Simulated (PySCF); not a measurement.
A made-up structure of CH3BS, singlet:

```
6
angstrom
B -0.5698 -0.3098 -0.3132
C 0.7876 -0.4782 1.3738
S 0.6129 0.5457 0.1304
H -0.3910 -1.1754 -1.1193
H -1.6730 0.0002 0.0299
H 1.3747 1.6392 -0.1409
```

It is relaxed with PBE-D4/def2-SVP and then PBE0-D4/def2-TZVP (PySCF 2.14 with density fitting (its default auxiliary sets; JK sets also for MP2 and CCSD(T))). Atoms count as bonded within 1.22 times the sum of their covalent radii (H–H: 0.88 Å). The end point is not checked to be a true minimum.

(1) Does its bonding change? (A judgement: the text doesn't fix the answer.)

Results:

(1) Computed: Yes. Formed: B1–C2; broken: B1–S3.

Where it ends: The first stage lowers the energy by 5.15 eV in 23 steps. It ends as CH₃BS ([BH2][C][SH]):
```
6
angstrom
B -0.6980 -0.8289 0.0530
C 0.1256 0.2913 -0.1609
S 0.9151 1.5965 -0.6049
H -0.3803 -1.8820 -0.4200
H -1.6839 -0.7063 0.7212
H 1.8855 1.7423 0.3530
```

Labels in which every atom is bracketed show which atoms are joined, not bond orders.

For scale, one of the runs: PBE0-D4/def2-TZVP relaxation, 117 basis functions, launched by `OMP_NUM_THREADS=2 python run.py`. Time: 23 s of wall clock on 2 CPU threads of a Oxide Virtual Turin-like; the host was shared. Peak host memory: 1.1 GiB.
